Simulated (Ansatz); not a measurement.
Two shapes of singlet C₂H₆.

Shape 1:

```xyz
8

C    -0.0009    0.0105    0.7119
C    -0.0479    0.0413   -0.8018
H     1.0401    0.0157    1.1112
H    -0.5334    0.8750    1.1707
H    -0.5586   -0.9216    1.1687
H     0.5049    0.9070   -1.1134
H    -0.9933    0.0372   -1.1294
H     0.4900   -0.8675   -1.1028
```

Shape 2:

```xyz
8

C     0.0431    0.1172    0.7731
C     0.0997   -0.0506   -0.6978
H     1.1864   -0.0443    1.1124
H    -0.4763    0.8051    1.2407
H    -0.6075   -0.8744    1.3163
H     0.3403    1.0051   -1.2096
H    -1.1689   -0.0384   -1.0634
H     0.3516   -0.7842   -1.2933
```

Basis set: cc-pVDZ (spherical functions). Correlated methods keep 2 orbitals frozen. Charge 0, multiplicity 1.

Computed with Ansatz (development build ahead of 0.2.0); each method stands on the lowest determinant of its kind that the runs found.

Question: Which shape is lower in energy, and by how much in each method?

Answer:

| method | E(2) − E(1) (eV) |
| --- | --- |
| RHF | 2.477 |
| RHF-MP2 | 2.275 |

Shape 1 is lower. Caution: stretched shape with no unrestricted run beside it, a lower state can exist. Caution for RHF-MP2: bonds are stretched, where a single reference can fail.
